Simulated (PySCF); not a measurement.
C3H3FN2.
SMILES: `Fc1c[nH]nc1`

The closed-shell ground state was solved at several levels (PySCF, density fitting, gas phase, non-relativistic). Isolated species at its PBE0-D3(BJ)/def2-SVP geometry, gas phase.

```
              level  basis functions  HOMO (eV)  LUMO (eV)  gap (eV)  dipole (D)
CAM-B3LYP/def2-SVPD              147      -8.58       1.19      9.77        2.45
        B3LYP/pcJ-1              192      -6.94       0.00      6.94        2.45
       PBE/pcSseg-2              258      -6.03      -0.85      5.18        2.36
```

(1) Estimate the row for PBE0/pcSseg-1, a basis of 117 functions; the other rows only guide the guess.

(2) Over all these levels, which gives the widest orbital gap and which the narrowest?

(3) How far do the dipole and the HOMO energy spread over the levels?

Results:

(1) HOMO -7.19 eV, LUMO 0.22 eV, gap 7.41 eV, dipole 2.43 D.

(2) CAM-B3LYP/def2-SVPD (range-separated hybrid) has the widest, 9.77 eV, and PBE/pcSseg-2 (GGA) the narrowest, 5.18 eV. Functional and basis both differ between the two, so the spread mixes both effects.

(3) The dipole runs from 2.36 to 2.45 D (mean 2.42 D) and the HOMO from -8.58 to -6.03 eV.
